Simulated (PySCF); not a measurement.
## H2Mg: script and output

File input.py (PySCF 2.14):

```python
from pyscf import gto, scf, mp

mol = gto.M(
    atom='Mg 0 0 0; H 0 0 1.7057; H 0 0 -1.7057',
    basis='cc-pvtz-dk',
    charge=0,
    spin=0,
    verbose=4,
)
mf = scf.RHF(mol)
mf = mf.sfx2c1e()
mf.kernel()
mp.MP2(mf, frozen=1).kernel()
mf.dip_moment()
print('orbital energies (hartree):', mf.mo_energy[..., max(0, mol.nelec[1]-3):mol.nelec[0]+3].round(4))
```

```bash
$ OMP_NUM_THREADS=1 python input.py
```

Output (some set-up lines and the per-cycle HOMO/LUMO lines with their warnings removed):

```
PySCF version 2.14.0

[INPUT] verbose = 4
[INPUT] num. atoms = 3
[INPUT] num. electrons = 14
[INPUT] charge = 0
[INPUT] spin (= nelec alpha-beta = 2S) = 0
[INPUT] symmetry False subgroup None
[INPUT] Mole.unit = angstrom
[INPUT] Symbol           X                Y                Z      unit          X                Y                Z       unit  Magmom
[INPUT]  1 Mg     0.000000000000   0.000000000000   0.000000000000 AA    0.000000000000   0.000000000000   0.000000000000 Bohr   0.0
[INPUT]  2 H      0.000000000000   0.000000000000   1.705700000000 AA    0.000000000000   0.000000000000   3.223305850671 Bohr   0.0
[INPUT]  3 H      0.000000000000   0.000000000000  -1.705700000000 AA    0.000000000000   0.000000000000  -3.223305850671 Bohr   0.0

nuclear repulsion = 7.60089210736941
number of shells = 21
number of NR pGTOs = 94
number of NR cGTOs = 62
basis = cc-pvtz-dk
ecp = {}

******** <class 'pyscf.x2c.sfx2c1e.sfX2C1eRHF'> ********
method = sfX2C1eRHF
initial guess = minao
damping factor = 0
level_shift factor = 0
DIIS = <class 'pyscf.scf.diis.CDIIS'>
diis_start_cycle = 1
diis_space = 8
diis_damp = 0
SCF conv_tol = 1e-09
SCF conv_tol_grad = None
SCF max_cycles = 50
direct_scf = True
direct_scf_tol = 1e-13

******** <class 'pyscf.x2c.sfx2c1e.SpinFreeX2CHelper'> ********
approx = 1e
xuncontract = 1
Set gradient conv threshold to 3.16228e-05
Initial guess from minao.
init E= -200.79574384007
cycle= 1 E= -201.027214784252  delta_E= -0.231  |g|= 0.14  |ddm|= 0.903
cycle= 2 E= -201.042179779609  delta_E= -0.015  |g|= 0.0408  |ddm|= 0.227
cycle= 3 E= -201.043816472735  delta_E= -0.00164  |g|= 0.00391  |ddm|= 0.0952
cycle= 4 E= -201.043831235136  delta_E= -1.48e-05  |g|= 0.000461  |ddm|= 0.00946
cycle= 5 E= -201.043831437731  delta_E= -2.03e-07  |g|= 6.6e-05  |ddm|= 0.000959
cycle= 6 E= -201.043831440848  delta_E= -3.12e-09  |g|= 5.76e-06  |ddm|= 0.000254
cycle= 7 E= -201.043831440875  delta_E= -2.76e-11  |g|= 5.58e-07  |ddm|= 3.53e-05
Extra cycle  E= -201.043831440875  delta_E= -2.27e-13  |g|= 1.43e-07  |ddm|= 2.29e-06
converged SCF energy = -201.043831440875

******** <class 'pyscf.mp.mp2.RMP2'> ********
nocc = 6, nmo = 61
frozen orbitals 1
E(RMP2) = -201.122253682938  E_corr = -0.0784222420625027
E(SCS-RMP2) = -201.131888451018  E_corr = -0.0880570101421226
E_corr(same-spin) = -0.00698040038409307
E_corr(oppo-spin) = -0.0714418416784096
Dipole moment(X, Y, Z, Debye):  0.00000,  0.00000,  0.00000
orbital energies (hartree): [-2.2843 -0.4241 -0.3709  0.0383  0.0383  0.0666]
```

In short: E(SCF) = -201.043831 Eh, 7 cycles, E(MP2) − E(SCF) = -0.07842 Eh, μ(SCF) = 0.00 D.

Hardware: Arm Neoverse N1, 1 thread, shared host. Wall time 1.4 s.
